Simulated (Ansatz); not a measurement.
Born–Oppenheimer molecular dynamics of H6Si2 (8 atoms, charge 0, multiplicity 1). It starts at the highest image of a converged band, a first-order saddle point between two minima.

Computed with Ansatz 0.2.0, RKS PBE0/def2-SVP.

```json
{"ensemble": "NVE (velocity Verlet)", "time step": "0.5 fs", "steps asked": "200", "starting velocities drawn for": "300 K", "seed": "5082"}
```

First frame:

```xyz
8
Properties=species:S:1:pos:R:3
Si -0.476 -0.294 0.432
H 0.840 0.062 1.195
H 0.974 0.464 0.200
Si -0.987 1.722 -0.675
H -2.465 1.787 -0.896
H -0.600 2.842 0.238
H -0.327 1.918 -2.003
H 0.065 -1.252 -0.596
```

Task: How far do the bonds stretch over the last three quarters of this one trajectory? (Pairs bonded in most of those frames.)

Result: 
| bond | mean (Å) | spread (Å) | shortest | longest |
| --- | --- | --- | --- | --- |
| Si1–H2 | 1.656 | 0.086 | 1.53 | 1.80 |
| Si1–Si4 | 2.392 | 0.040 | 2.34 | 2.47 |
| Si1–H8 | 1.517 | 0.015 | 1.49 | 1.54 |
| Si4–H5 | 1.498 | 0.013 | 1.48 | 1.52 |
| Si4–H6 | 1.501 | 0.016 | 1.47 | 1.53 |
| Si4–H7 | 1.497 | 0.009 | 1.48 | 1.51 |

Pairs bonded in part of these frames only: Si1–H2 86 %, Si1–H3 54 %, H2–H3 42 %.

Mean temperature of the second half: 154 K. The conserved energy stayed within 0.058 meV per atom of its start (net change 0.028 meV per atom), so the integration is sound. A run of 0.1 ps of so small a system gives no equilibrium averages. The orbitals stay closed-shell, which can raise the energy where a bond breaks towards radicals; this wasn't checked here.

The run took 3 min on 1 thread of Intel(R) Xeon(R) 6975P-C (Granite Rapids) (shared host), peak memory 0.13 GiB.
